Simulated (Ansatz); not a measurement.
A calculation on fcc Ni returned lattice constant a 3.423 Å, magnetic moment 0.58 μB.

For reference: lattice constant a 3.508 Å (measured, static lattice: zero-point anharmonic expansion removed; as tabulated in Mejia-Rodriguez and Trickey (2018), arXiv:1807.09216).

### Question
Which level of theory produced these numbers?
A) HSE06 (Ansatz (a quantum-chemistry and plane-wave program))
B) LDA (Ansatz)
C) r²SCAN (Ansatz)
D) PBE-D4 (Ansatz)

### Answer
B, LDA (Ansatz)

The others give: HSE06 3.511 Å, 0.92 μB; PBE-D4 3.484 Å, 0.62 μB; r²SCAN 3.478 Å, 0.73 μB.

Unless a cell is named, each level is at its own relaxed cell (HSE06 10.82, LDA 10.03, PBE-D4 10.58, r²SCAN 10.52 Å³/atom).

Spin-polarised runs: HSE06 (parallel moments), PBE-D4 (parallel moments), r²SCAN (parallel moments), LDA (parallel moments).

Ansatz's density-functional and Hartree–Fock values are scalar-relativistic unless marked +SOC, with PAW data made under PBE.
